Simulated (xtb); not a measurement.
**C2H3S (SMILES C[C]=S): GFN1-xTB**

Wanted: an optimisation with harmonic vibrations of C2H3S. 

The results are computed with xtb 6.7.1.

5 further runs of the same task are left out: 5 set aside as unsound or not needed.

### 1 The molecule

The species is C2H3S (6 atoms), meant as a doublet with charge 0. SMILES: `C[C]=S`. Geometry: relaxed at GFN2-xTB. The run starts from this shape.

Bond lengths: C1–C2 1.458 Å, C2–S3 1.575 Å, C1–H4 1.090 Å, C1–H5 1.092 Å, C1–H6 1.092 Å. Angles: C1–C2–S3 136.0°, C2–C1–H4 111.2°, C2–C1–H5 109.6°, C2–C1–H6 110.3°, H4–C1–H5 108.8°, H4–C1–H6 109.0°, H5–C1–H6 107.9°.

### 2 An optimisation with harmonic vibrations at GFN1-xTB

mol.xyz

```xyz
6

C     -0.34638000     0.30982000    -0.23350000
C      0.20687000    -0.89016000     0.38344000
S      1.57963000    -1.29830000     1.03782000
H     -1.38687000     0.16074000    -0.52304000
H      0.23369000     0.56484000    -1.12323000
H     -0.28694000     1.15306000     0.45851000
```

The run is started by

```
$ xtb mol.xyz --ohess vtight --gfn 1 -u 1 > run.log
```

What values should one expect? Wanted: total energy at the end; dipole moment; HOMO energy; LUMO energy; dispersion energy; lowest harmonic wavenumber; highest harmonic wavenumber; zero-point energy.

Computed results:

At GFN1-xTB:

| quantity | value |
| --- | --- |
| total energy at the end | -9.42770 Eh |
| dipole moment | 1.73 D |
| HOMO energy (partly filled) | -8.85 eV |
| LUMO energy | -8.02 eV |
| dispersion energy | -3.86 kJ/mol |
| lowest harmonic wavenumber | 65 cm⁻¹ |
| highest harmonic wavenumber | 3057 cm⁻¹ |
| zero-point energy | 106.9 kJ/mol |

In words: At the final geometry: Bond lengths: C1–C2 1.466 Å, C2–S3 1.571 Å, C1–H4 1.091 Å, C1–H5 1.091 Å, C1–H6 1.096 Å. Angles: C1–C2–S3 138.2°, C2–C1–H4 108.9°, C2–C1–H5 108.9°, C2–C1–H6 113.4°, H4–C1–H5 107.4°, H4–C1–H6 109.0°, H5–C1–H6 109.0°. All 12 modes are real, so the shape is a minimum at this level.
